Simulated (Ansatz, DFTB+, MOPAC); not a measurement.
Species: C3H10N (charge +1, singlet). SMILES: C[NH+](C)C

Atoms: N1, C2, C3, C4, H5, H6, H7, H8, H9, H10, H11, H12, H13, H14. Bonds: N1-C2, N1-C3, N1-C4, N1-H14, C2-H5, C2-H6, C2-H7, C3-H8, C3-H9, C3-H10, C4-H11, C4-H12, C4-H13.

Bond lengths (Å) and angles (degrees) optimised at PM3 with MOPAC; PM7 with MOPAC; SCC-DFTB with DFTB+; HF/STO-3G with Ansatz (an electronic-structure program); PBE/6-31G* with Ansatz; MP2/6-31G* with Ansatz, each started from the B3LYP-D3(BJ)/def2-TZVP structure (Ansatz) of the last column. A row stands for all coordinates that are equal there; 6 of 9 kinds are shown. 6-31G* holds six Cartesian d functions. No wavenumbers were computed at SCC-DFTB, HF/STO-3G, PBE/6-31G*, MP2/6-31G*, so these may be saddle points.

```tsv
coordinate	PM3	PM7	SCC-DFTB	HF/STO-3G	PBE/6-31G*	MP2/6-31G*	B3LYP-D3(BJ)/def2-TZVP
N1-C2	1.509	1.503	1.480	1.525	1.509	1.501	1.500
N1-H14	1.005	1.054	1.049	1.042	1.034	1.029	1.022
C2-H5	1.103	1.108	1.097	1.090	1.099	1.090	1.087
C2-N1-C3	110.7	110.0	111.2	111.6	111.7	111.5	111.6
C2-N1-H14	108.2	108.9	107.7	107.3	107.1	107.4	107.2
N1-C2-H5	111.3	111.8	109.6	108.2	108.3	108.1	108.3
```

Mean signed difference of all 13 bond lengths from B3LYP-D3(BJ)/def2-TZVP: PM3 0.012 Å, PM7 0.018 Å, SCC-DFTB 0.004 Å, HF/STO-3G 0.009 Å, PBE/6-31G* 0.011 Å, MP2/6-31G* 0.003 Å.
